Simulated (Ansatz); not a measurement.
**CH₂N₂: small, medium and large basis sets**

One table from this session's results is given with a row withheld; the runs are named, their logs left out.

Program: Ansatz 0.2.0, Gaussian basis. Level of theory: one geometry, several basis sets. These are calculated values, not measurements.

Plan: PBE0-D4/def2-SVP; ωB97M-V/def2-SVP; PBE0-D4/def2-QZVPP; ωB97M-V/def2-QZVPP; CCSD(T)/cc-pV(D+d)Z; CCSD(T)/cc-pV(T+d)Z; CCSD(T)/cc-pV(Q+d)Z; the functionals' def2-TZVPP values are taken from earlier runs.

### Structure used throughout

All runs share one geometry, relaxed beforehand with PBE0-D4 in a triple-zeta def2 set.

SMILES `N#CN`, 5 atoms, charge 0, spin multiplicity 1.

Atoms are counted from 1 here; the program's logs count them from 0.

Bond lengths: N1–C2 1.154 Å, C2–N3 1.335 Å, N3–H4 1.009 Å, N3–H5 1.009 Å. Angles: N1–C2–N3 177.4°, C2–N3–H4 115.2°, C2–N3–H5 115.2°, H4–N3–H5 113.6°.

Set-up of the first run:

The input, in.yaml:

```yaml
crystal:
  periodic: [false, false, false]
  atoms:
    - {symbol: N, position_ang: [0.456484, -1.285643, 1.337247]}
    - {symbol: C, position_ang: [0.226273, -0.538662, 0.488084]}
    - {symbol: N, position_ang: [0.002624, 0.299221, -0.526994]}
    - {symbol: H, position_ang: [-0.889172, 0.190793, -0.985534]}
    - {symbol: H, position_ang: [0.253692, 1.260691, -0.354203]}
basis:
  gaussian: {orbitals: def2-SVP}
hamiltonian: {xc: pbe0, dispersion: d4}
output: {orbitals: {seedname: orbitals}}
```

The run is started by

```sh
$ ansatz run in.yaml --threads 4 --pin off --events-out ev --progress --plain --max-ram 10444MiB
```

Steps of the session up to this table: PBE0-D4 in def2-SVP; ωB97M-V in def2-SVP; PBE0-D4 in def2-QZVPP; ωB97M-V in def2-QZVPP.

One of the session's tables, all rows but one given; the rest of the session is left out.

It belongs to the step «Functionals by basis». 

| functional | basis | HOMO (eV) | LUMO (eV) |
| --- | --- | --- | --- |
| PBE0-D4 | def2-SVP | ? | ? |
| PBE0-D4 | def2-TZVPP | -8.02 | 0.16 |
| PBE0-D4 | def2-QZVPP | -8.06 | -0.18 |
| ωB97M-V | def2-SVP | -10.08 | 2.56 |
| ωB97M-V | def2-TZVPP | -10.32 | 1.56 |
| ωB97M-V | def2-QZVPP | -10.36 | 1.00 |

**Question.** Estimate the row for PBE0-D4, def2-SVP.

The run gave: HOMO (eV): -7.81; LUMO (eV): 0.92. In the column «HOMO (eV)» it is the highest.
